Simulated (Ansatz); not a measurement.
# C₃H₆N radical: small, medium and large basis sets

An exercise on one series of results from a longer session: the logs are not shown, and one member is left open.

Computed with Ansatz 0.2.0, Gaussian basis. Level: one geometry, several basis sets.

The runs, in order: PBE0-D4/def2-SVP; ωB97M-V/def2-SVP; PBE0-D4/def2-QZVPP; ωB97M-V/def2-QZVPP; the functionals' def2-TZVPP values are taken from earlier runs.

## The geometry

An earlier PBE0-D4 in a triple-zeta def2 set relaxation fixed the geometry.

SMILES `C=CC[NH]`, 10 atoms, charge 0, spin multiplicity 2.

Atoms are counted from 1 here; the program's logs count them from 0.

Bond lengths: C1–C2 1.324 Å, C1–H5 1.086 Å, C1–H6 1.084 Å, C2–C3 1.493 Å, C2–H7 1.087 Å, C3–N4 1.432 Å, C3–H8 1.107 Å, C3–H9 1.102 Å, N4–H10 1.024 Å. Angles: C2–C1–H5 121.4°, C2–C1–H6 121.7°, H5–C1–H6 116.9°, C1–C2–C3 124.4°, C1–C2–H7 120.4°, C3–C2–H7 115.3°, C2–C3–N4 112.2°, C2–C3–H8 109.3°, C2–C3–H9 110.4°, N4–C3–H8 107.7°, N4–C3–H9 112.2°, H8–C3–H9 104.7°, C3–N4–H10 106.9°.

Set-up of the first run:

Input file in.yaml:

```yaml
crystal:
  periodic: [false, false, false]
  atoms:
    - {symbol: C, position_ang: [0.177202, 1.671114, 0.102603]}
    - {symbol: C, position_ang: [0.520280, 0.413546, 0.333325]}
    - {symbol: C, position_ang: [-0.331709, -0.766917, 0.000886]}
    - {symbol: N, position_ang: [0.412025, -1.807743, -0.643621]}
    - {symbol: H, position_ang: [-0.767940, 1.922766, -0.369631]}
    - {symbol: H, position_ang: [0.824401, 2.496443, 0.374551]}
    - {symbol: H, position_ang: [1.477306, 0.180298, 0.793630]}
    - {symbol: H, position_ang: [-0.757438, -1.184774, 0.933990]}
    - {symbol: H, position_ang: [-1.207173, -0.454657, -0.590282]}
    - {symbol: H, position_ang: [-0.263955, -2.521177, -0.932550]}
basis:
  gaussian: {orbitals: def2-SVP}
magnetization: {spin_polarized: true, initial_magnetization: 1}
hamiltonian: {xc: pbe0, dispersion: d4}
output: {orbitals: {seedname: orbitals}}
```

Launch:

```sh
$ ansatz run in.yaml --threads 4 --pin off --events-out ev --progress --plain --max-ram 10444MiB
```

Steps of the session up to this table: PBE0-D4 in def2-SVP; ωB97M-V in def2-SVP; PBE0-D4 in def2-QZVPP; ωB97M-V in def2-QZVPP.

One table of the session follows, with a row left open; its other results are not shown here.

It belongs to the step «Functionals by basis». 

| functional | basis | HOMO (eV) | LUMO (eV) |
| --- | --- | --- | --- |
| PBE0-D4 | def2-SVP | -7.37 | -1.85 |
| PBE0-D4 | def2-TZVPP | -7.48 | -2.20 |
| PBE0-D4 | def2-QZVPP | -7.50 | -2.28 |
| ωB97M-V | def2-SVP | -9.56 | 0.35 |
| ωB97M-V | def2-TZVPP | -9.68 | -0.11 |
| ωB97M-V | def2-QZVPP | ? | ? |

**Question.** Estimate the row for ωB97M-V, def2-QZVPP.

As computed: HOMO (eV): -9.71; LUMO (eV): -0.23. In the column «HOMO (eV)» it is the lowest.
